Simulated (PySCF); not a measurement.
Gas-phase reaction: 2 NH2 + Si2H6 ⇌ 2 H3SiNH2

Energies from PySCF, thermal terms from the rigid-rotor harmonic-oscillator model, ideal gas at 1 bar. † marks an energy on the PBE0/def2-TZVP geometry and frequencies; other levels use their own. MP2 freezes the core. Open shells (unrestricted): NH2 (multiplicity 2); the rest are closed-shell singlets. H3SiNH2: computed as isolated molecules; such fragments, hydroxides, amides, oligomers or adducts are transient or little studied in the gas. MP2 isn't extrapolated to the basis-set limit; its ΔH°(298 K) is -538.6 kJ in def2-SVP and -574.1 kJ in def2-TZVPP. The harmonic model lacks anharmonicity and excited electronic states, which grow with temperature; levels with a mode under 35 cm⁻¹ are left out. Internal rotation in Si2H6, H3SiNH2 is treated as a harmonic vibration of one conformer, which makes the entropy rough.

```csv
level,"ΔE electronic, kJ","ΔH°(298 K), kJ","ΔS°(298 K), J/K","ΔG°(1400 K), kJ"
HF/def2-TZVP†,-415,-388,-135,-196
MP2/def2-SVP†,-566,-539,-135,-347
PBE/def2-SVP,-543,-516,-140,-318
PBE0/def2-QZVP†,-542,-515,-135,-323
LDA/def2-TZVP†,-655,-627,-135,-436
```
ΔH° is lowest at LDA/def2-TZVP† and highest at HF/def2-TZVP†. No reference value is set beside these.
